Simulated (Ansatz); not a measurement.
in.yaml

```yaml
crystal:
  periodic: [false, false, false]
  atoms:
    - {symbol: Al, position_ang: [0.000000, 0.000000, 0.000000]}
    - {symbol: O, position_ang: [0.000000, 0.000000, 3.853000]}
basis:
  gaussian: {orbitals: def2-SVPD}
total_charge: 1
magnetization: {spin_polarized: true, initial_magnetization: 2}
correlation: {method: ccsdt, electrons: valence, diis_vectors: 12}
```

```sh
$ ansatz run in.yaml --threads 1 --pin off --events-out ev --progress --plain --max-ram 2393MiB
```

Output:

```
671 factors; integrals over basis functions are off by at most 2.2e-7 eV
mean field evaluation 1: about -8588.9112 eV, gradient 4.2e1 eV
mean field evaluation 2: about -8588.9656 eV, gradient 4.2e1 eV
mean field evaluation 4: about -8590.6580 eV, gradient 3.6e1 eV
mean field evaluation 8: about -8605.5263 eV, gradient 1.6e1 eV
mean field evaluation 16: about -8607.2090 eV, gradient 7.5e-6 eV
mean field evaluation 32: about -8607.3162 eV, gradient 4.0e-2 eV
mean field evaluation 64: about -8607.3163 eV, gradient 3.8e-6 eV
mean field evaluation 96: about -8607.3160 eV, gradient 1.1e-1 eV
mean field evaluation 128: about -8600.9689 eV, gradient 1.7e1 eV
mean field evaluation 160: about -8602.6112 eV, gradient 1.2e0 eV
...
cycle  18  -4.48991027 eV  change    4.7e-6 eV  update   1.6e-5
cycle  19  -4.48991043 eV  change   -1.5e-7 eV  update   1.3e-5
cycle  20  -4.48991157 eV  change   -1.1e-6 eV  update   1.3e-5
cycle  21  -4.48991220 eV  change   -6.3e-7 eV  update   1.3e-5
cycle  22  -4.48991254 eV  change   -3.4e-7 eV  update   7.8e-6
cycle  23  -4.48991255 eV  change   -7.3e-9 eV  update   4.1e-6
cycle  24  -4.48991240 eV  change    1.4e-7 eV  update   2.4e-6
cycle  25  -4.48991229 eV  change    1.1e-7 eV  update   1.3e-6
cycle  26  -4.48991225 eV  change    4.1e-8 eV  update   1.2e-6
cycle  27  -4.48991226 eV  change   -1.2e-8 eV  update   6.1e-7
Total energy: -8611.80617824 eV, -316.4780397583 hartree
```

Ran on 1 thread of Arm Neoverse V1, shared host: 14 s wall, 0.19 GiB peak host memory.
